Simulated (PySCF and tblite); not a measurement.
Values are calculated unless marked as measured or tabulated.
C₃H₅NO, numbered as in [CH2:1]=[CH:2][C:3]([NH2:4])=[O:5].

Free energies: CAM-B3LYP-D3(BJ)/def2-TZVP on PBE0-D3(BJ)/def2-SVP structures plus GFN2-xTB thermal terms, symmetry and mirror images included. Conformers within 3 kcal/mol (GFN2-xTB free energy) were kept, 8 at most. Of two unlike H on one atom, a is the less shielded (WP04/pcSseg-2). Programs: PySCF with density fitting and tblite.

An NOE distance is ⟨r⁻⁶⟩^(−1/6) over all pairs of like atoms and, for the average, over conformers.

Torsions listed: C1–C2–C3–O5, O5–C3–N4–H4. Of a mirror pair one member is shown.

```json
{"conformer": "1", "shape": "1°, -1°", "weight %": "85.9"}
{"conformer": "2", "shape": "152°, 165°", "weight %": "14.1"}
```

Task: Which H–H contacts under 3.5 Å would NOEs report (pairs on one atom left out) at 298.15 K?

Result: 
```
      pair  in 1 (Å)  in 2 (Å)  average (Å)
H1b ··· H2      2.48      2.47         2.48
 H2 ··· H4      2.59      3.82         2.64
H1a ··· H2      3.08      3.10         3.08
H1a ··· H4      4.56      2.53         3.41
```

Longer pairs under the limit may be missing.

Task: Which contact betrays a minor conformer?

Result: H1a ··· H4: 4.56 Å in the leading conformer but 3.41 Å on average, because conformer 2 (14.1 %) brings it to 2.53 Å and r⁻⁶ weighs short distances heavily.

Task: In a model where alignment follows shape alone (order matrix 0.001 × (3G/tr G − 1)/2, G the second moments of the atom positions; splitting J + 2D), what are the one-bond C–H dipolar couplings D?

Result: H1b -9.0 Hz (-8.6 in conformer 1), H1a 2.8 Hz (3.2 in conformer 1), H2 2.6 Hz (3.0 in conformer 1).
